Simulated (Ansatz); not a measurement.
# Worked example: correlation energy of SnH, doublet

Geometry: that of the SnH⁻, singlet, kept fixed.

```csv
atom,x (Å),y (Å),z (Å)
Sn,0.0000,0.0000,0.0000
H,0.0000,0.0000,1.8060
```

Basis def2-SVPD with its core potentials; Ansatz 0.2.0. Only valence electrons are correlated (noble-gas cores and the filled d shells of p-block atoms frozen), which leaves 5 electrons in 31 orbitals. Prefix R: restricted or restricted open-shell reference. No spin–orbit coupling is included; scalar relativity enters through the core potentials alone.

Full CI is exact within this basis and frozen core; it isn't the basis-set limit.

RCCSD has a T1 diagnostic of 0.021 and a largest doubles amplitude of 0.06.

Runs differ by some tens of microhartree through their thresholds and, for an open shell, their frozen cores, so steps under 0.03 kcal/mol mean nothing.

Here the R and U totals at CCSDT(Q) differ by 0.12 kcal/mol, a measure of how far such totals hang on the determinant and its frozen core.

```tsv
level	total energy (hartree)
RHF	-213.894114
RMP2	-213.954159
RCCSD	-213.974393
RCCSD(T)	-213.975991
RCCSDT	-213.976477
RCCSDT(Q)	-213.976518
full CI	-213.976511
```

Problem. What is the correlation energy at full CI, and what share of it do RMP2 and RCCSD recover?

Solution. E(corr) = -213.976511 − (-213.894114) = -0.082397 hartree = -2.242 eV. RMP2: -0.060045 / -0.082397 = 72.87 %. RCCSD: -0.080279 / -0.082397 = 97.43 %.

Problem. By how many kcal/mol does RCCSD(T) miss full CI (1 hartree = 627.509 kcal/mol), and which steps make up the rest?

Solution. -213.975991 − (-213.976511) = 0.000520 hartree = 0.33 kcal/mol. Steps: RCCSDT − RCCSD(T) = -0.30, RCCSDT(Q) − RCCSDT = -0.03, full CI − RCCSDT(Q) = 0.00 kcal/mol. That is within 1 kcal/mol of the reference in this basis, which itself misses far more of the correlation at the basis-set limit.
